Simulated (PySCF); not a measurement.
# C2H6OS: the cost of one run

Programs: PySCF 2.14.0, with density-fitted response routines of our own. Each step states its level of theory. These are calculated values for one molecule, in the gas phase or a continuum, unless marked as measured. Atoms are numbered from 0 throughout.

### Step 1. Starting geometry

10 atoms, charge 0, multiplicity 1; geometry from: GFN2-xTB. The atoms were then displaced at random by about 0.01 Å, so the start is not that level's minimum.

Bonds of the start (Å): C0–S1 1.82, S1–C2 1.84, S1–O3 1.45, C0–H4 1.10, C0–H5 1.09, C0–H6 1.10, C2–H7 1.09, C2–H8 1.11, C2–H9 1.07.

### Step 2. Relaxing the molecule at PBE0-D3(BJ)/def2-TZVP

Job settings and geometry (Å):

```
{"job": {"xc": "PBE0", "basis": "def2-TZVP", "d3": "d3bj", "grid": 2, "shake": 0.01, "kind": "geom"}, "charge": 0, "multiplicity": 1}
C     -1.265170     0.130170    -0.465720
S     -0.084310    -1.065080     0.229020
C      1.351890     0.080640     0.097040
O     -0.357810    -1.157760     1.651890
H     -2.270280    -0.312600    -0.458590
H     -1.004510     0.380880    -1.494540
H     -1.281340     1.051050     0.139060
H      1.190900     0.988360     0.672550
H      2.232000    -0.425750     0.538240
H      1.539060     0.309160    -0.930020
```

The run is started by

```sh
$ OMP_NUM_THREADS=2 python probes_run.py task.json out
```

One launch serves the whole session: the jobs run in the order shown.

**Question.** How long does this first job take on 2 threads of Intel Xeon at 2.50GHz, shared host, and how much memory does it need?

About 3.7 min, with a peak of 0.76 GiB.
